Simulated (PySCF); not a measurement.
Ligands exchanged one at a time, B Cl-OH. Gas-phase values, no solvent. One relaxed conformer stands for each flexible species; it need not be the lowest. Strings in code marks are SMILES.

These are ωB97X-D3(BJ)/def2-TZVP // PBE0-D3(BJ)/def2-TZVP (PySCF 2.14.0) values and carry that method's errors. All candidates: neutral, multiplicity 1. Delta-SCF ions had no search for a lower state. Excitations are Tamm–Dancoff values on a coarser integration grid. The basis has no diffuse functions, so Rydberg states are missing or too high.

The HOMO is -11.80 eV and the T1 excitation (TDA) comes out as 7.89 eV. The vertical ionisation energy (Delta-SCF) is 12.12 eV.

Task: Say which member has these values.
A) `ClB(Cl)Cl`
B) `OB(O)O`
C) `OB(O)Cl` (H–O–B–Cl torsion 180°, Cl–B–O–H torsion 0°)
D) `OB(Cl)Cl` (H–O–B–Cl torsion 180°)

Result: B, `OB(O)O`. The others give `OB(O)Cl` (H–O–B–Cl torsion 180°, Cl–B–O–H torsion 0°): -11.70 eV, 8.55 eV, 12.08 eV; `OB(Cl)Cl` (H–O–B–Cl torsion 180°): -11.60 eV, 7.27 eV, 11.87 eV; `ClB(Cl)Cl`: -11.59 eV, 5.99 eV, 11.82 eV
